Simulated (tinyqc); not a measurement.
Worked calculation: RKS/exchange-only LDA in the sto-6g basis, for HF, spin multiplicity 1. One step of it, computed by the program tinyqc.

Task: Iteration 1: building the Kohn-Sham matrix. J_ij = sum D_kl (ij|kl); F = H + J + V_xc; E = tr D H + tr D J / 2 + E_xc + E_nn.

D at the start, order 1F 1s, 1F 2s, 1F 2px, 1F 2py, 1F 2pz, 2H 1s:
```
[[2.084220, -0.354454, 0.000000, 0.000000, 0.091028, -0.161485],
 [-0.354454, 1.554577, 0.000000, 0.000000, -0.354834, 0.470040],
 [0.000000, 0.000000, 2.000000, 0.000000, 0.000000, 0.000000],
 [0.000000, 0.000000, 0.000000, 2.000000, 0.000000, 0.000000],
 [0.091028, -0.354834, 0.000000, 0.000000, 1.779885, 0.243602],
 [-0.161485, 0.470040, 0.000000, 0.000000, 0.243602, 0.216181]]
```

core Hamiltonian H = T + V (hartree), order 1F 1s, 1F 2s, 1F 2px, 1F 2py, 1F 2pz, 2H 1s:
```
[[-40.964148, -9.134464, 0.000000, 0.000000, -0.013915, -1.728367],
 [-9.134464, -10.929792, 0.000000, 0.000000, -0.159779, -3.649364],
 [0.000000, 0.000000, -8.727033, 0.000000, 0.000000, 0.000000],
 [0.000000, 0.000000, 0.000000, -8.727033, 0.000000, 0.000000],
 [-0.013915, -0.159779, 0.000000, 0.000000, -8.826688, -2.417337],
 [-1.728367, -3.649364, 0.000000, 0.000000, -2.417337, -5.164529]]
```

Two-electron integrals (ij|kl) in chemists' order, unique and non-zero (hartree):
```
(11|11) 5.406240   (21|11) 0.768129   (21|21) 0.138909   (22|11) 1.266271
(22|21) 0.283987   (22|22) 0.926367   (31|31) 0.029452   (32|31) 0.044681
(32|32) 0.204753   (33|11) 1.266273   (33|21) 0.283987   (33|22) 0.926366
(33|33) 0.998085   (41|41) 0.029452   (42|41) 0.044681   (42|42) 0.204753
(43|43) 0.053789   (44|11) 1.266273   (44|21) 0.283987   (44|22) 0.926366
(44|33) 0.890506   (44|44) 0.998085   (51|51) 0.029452   (52|51) 0.044681
(52|52) 0.204753   (53|53) 0.053789   (54|54) 0.053789   (55|11) 1.266273
(55|21) 0.283987   (55|22) 0.926366   (55|33) 0.890506   (55|44) 0.890506
(55|55) 0.998085   (61|11) 0.154048   (61|21) 0.026698   (61|22) 0.053372
(61|33) 0.053281   (61|44) 0.053281   (61|51) 0.001157   (61|52) 0.002259
(61|55) 0.053556   (61|61) 0.005217   (62|11) 0.377301   (62|21) 0.085829
(62|22) 0.310813   (62|33) 0.306471   (62|44) 0.306471   (62|51) 0.006200
(62|52) 0.046081   (62|55) 0.319497   (62|61) 0.016488   (62|62) 0.127173
(63|31) 0.009692   (63|32) 0.054945   (63|53) 0.009689   (63|63) 0.018995
(64|41) 0.009692   (64|42) 0.054945   (64|54) 0.009689   (64|64) 0.018995
(65|11) 0.250700   (65|21) 0.057852   (65|22) 0.224004   (65|33) 0.214373
(65|44) 0.214373   (65|51) 0.013391   (65|52) 0.086705   (65|55) 0.243265
(65|61) 0.011617   (65|62) 0.112497   (65|65) 0.117921   (66|11) 0.520975
(66|21) 0.120739   (66|22) 0.501591   (66|33) 0.484348   (66|44) 0.484348
(66|51) 0.011425   (66|52) 0.117172   (66|55) 0.536077   (66|61) 0.023390
(66|62) 0.260298   (66|65) 0.267242   (66|66) 0.774999
```

nuclear repulsion = 4.85483680 hartree

V_xc (hartree), order 1F 1s, 1F 2s, 1F 2px, 1F 2py, 1F 2pz, 2H 1s:
```
[[-3.194508, -0.412892, 0.000000, 0.000000, 0.002412, -0.084790],
 [-0.412892, -0.854573, 0.000000, 0.000000, 0.008907, -0.260760],
 [0.000000, 0.000000, -0.854027, 0.000000, 0.000000, 0.000000],
 [0.000000, 0.000000, 0.000000, -0.854027, 0.000000, 0.000000],
 [0.002412, 0.008907, 0.000000, 0.000000, -0.855630, -0.180322],
 [-0.084790, -0.260760, 0.000000, 0.000000, -0.180322, -0.359052]]
```

E_xc = sum of w rho eps_xc = -9.76649444 hartree

Give: Coulomb J; Kohn-Sham matrix F; total energy of this density.

Result:

Coulomb J (hartree), order 1F 1s, 1F 2s, 1F 2px, 1F 2py, 1F 2pz, 2H 1s:
```
[[20.5504, 3.7117, 0.0000, 0.0000, -0.0119, 0.7167],
 [3.7117, 9.7248, 0.0000, 0.0000, -0.0270, 3.1970],
 [0.0000, 0.0000, 9.7202, 0.0000, 0.0000, 0.0000],
 [0.0000, 0.0000, 0.0000, 9.7202, 0.0000, 0.0000],
 [-0.0119, -0.0270, 0.0000, 0.0000, 9.7339, 2.2783],
 [0.7167, 3.1970, 0.0000, 0.0000, 2.2783, 5.1254]]
```

Kohn-Sham matrix F (hartree), order 1F 1s, 1F 2s, 1F 2px, 1F 2py, 1F 2pz, 2H 1s:
```
[[-23.6083, -5.8356, 0.0000, 0.0000, -0.0234, -1.0965],
 [-5.8356, -2.0596, 0.0000, 0.0000, -0.1779, -0.7131],
 [0.0000, 0.0000, 0.1391, 0.0000, 0.0000, 0.0000],
 [0.0000, 0.0000, 0.0000, 0.1391, 0.0000, 0.0000],
 [-0.0234, -0.1779, 0.0000, 0.0000, 0.0516, -0.3193],
 [-1.0965, -0.7131, 0.0000, 0.0000, -0.3193, -0.3982]]
```

total energy of this density = -98.213468 hartree
